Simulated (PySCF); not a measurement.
An unknown shows these calculated signals:

1H NMR (400 MHz, computed): δ 8.42 (s, 4H).

13C{1H} NMR (computed): δ 144.6 (CH).

PySCF calculation with spin–spin couplings from B3LYP/pcJ-1 (spin–dipole term only in couplings to heteroatoms), geometry from PBE0-D3(BJ)/def2-SVP and NMR shieldings at KT2/pcSseg-2/GIAO; averaged over atoms made equivalent by symmetry, fast rotation or ring inversion, one computed conformer, gas phase, no relativistic terms.

Shifts are taken against calculated references (same method and geometry level): 1H, 13C vs TMS.

Question: Which of these does the molecule contain: an NH or NH2 group, an S-methyl group, a heteroaromatic ring, a Si–H bond?

Answer: 
- An NH or NH2 group: no.
- An S-methyl group: no.
- A heteroaromatic ring: yes.
- A Si–H bond: no.

The data belong to Pyrazine (SMILES c1cnccn1); they needn't prove each group on their own.

Carbon signals by region: 1 in the sp2 and nitrile region (100–160 ppm).

Shifts are as computed. Against solution values, carbons near 30 ppm lie about +3 ppm off and those near 130 ppm about -1 ppm. Of 1211 compounds with measured shifts, 218 miss one by over three times the rms of a fit or turn the order of signals round; such compounds aren't used in these exercises.
